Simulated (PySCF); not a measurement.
# How far each method lies from full CI for SiH₄⁺, doublet

Geometry: that of the SiH4, singlet, kept fixed.

```json
{"atom": "Si", "x (Å)": "0.0000", "y (Å)": "0.0000", "z (Å)": "0.0000"}
{"atom": "H", "x (Å)": "0.8558", "y (Å)": "0.8587", "z (Å)": "0.8568"}
{"atom": "H", "x (Å)": "-0.8596", "y (Å)": "-0.8544", "z (Å)": "0.8574"}
{"atom": "H", "x (Å)": "-0.8547", "y (Å)": "0.8555", "z (Å)": "-0.8611"}
{"atom": "H", "x (Å)": "0.8584", "y (Å)": "-0.8599", "z (Å)": "-0.8531"}
```

Basis 6-31G; PySCF 2.14.0. Only valence electrons are correlated (noble-gas cores frozen), which leaves 7 electrons in 16 orbitals. Prefix R: restricted or restricted open-shell reference; prefix U: unrestricted.

Full CI is exact within this basis and frozen core; it isn't the basis-set limit. The frozen core follows each run's orbitals, which can shift R against U totals by a few meV.

The determinant for coupled cluster was chosen by a search with trial CCSD, here up to 0.33 eV above the lowest Hartree–Fock solution of its kind, and MP2 stands on that determinant too.

* UHF ⟨S²⟩: 0.760
* ⟨S²⟩ of the determinant under UCCSD: 0.803
* T1 diagnostic (ROHF- or RHF-based CCSD): 0.0259
* largest doubles amplitude (ROHF- or RHF-based CCSD): 0.083
* T1 diagnostic (UCCSD): 0.0183

```json
{"level": "RMP2", "E − E(determinant under the R cluster runs) (eV)": "-1.7247"}
{"level": "UMP2", "E − E(determinant under the R cluster runs) (eV)": "-1.7252"}
{"level": "RCCSD", "E − E(determinant under the R cluster runs) (eV)": "-2.4209"}
{"level": "UCCSD", "E − E(determinant under the R cluster runs) (eV)": "-2.4242"}
{"level": "RCCSD(T)", "E − E(determinant under the R cluster runs) (eV)": "-2.4514"}
{"level": "UCCSD(T)", "E − E(determinant under the R cluster runs) (eV)": "-2.4516"}
```

(1) Estimate how far full CI in 6-31G lies from RCCSD(T). The table doesn't fix it; the size of (T) and the diagnostics are the guide.

(1) Full CI in 6-31G lies 1.4 kJ/mol below RCCSD(T), which is 47 % of the (T) step (-2.9 kJ/mol). The diagnostics give no warning, yet the rest is a sizeable part of (T).

The other levels:

```tsv
level	E − E(full CI) (kJ/mol)	share of correlation (%)	wall time
RCCSDT	0.1	99.96	1 s
UCCSDT	0.1	99.97	1.1 s
```

The correlation energy at full CI, counted from the determinant under the R cluster runs, is -2.466 eV. Full CI, over all symmetries tried, took 23 s on 1 thread of Arm Neoverse V2, shared host; the state has 510,032 determinants.

Run but not shown, since their state, orbitals or frozen core can't be matched to the reference's or they repeat it: RHF, UHF.

Times are those of the correlated step on a shared host, with one SCF added for the restricted CCSD run; they ran on 1 thread of Arm Neoverse V2.

The full-CI state has the irrep A'' of Cs, in the program's axes (one component, if the state is degenerate).

Natural occupations of full CI about the gap: 1.973 1.963 1.932 1.006 0.041 0.027 0.027 0.018 0.004 0.003; effectively unpaired electrons, Σ n²(2−n)², 1.04.
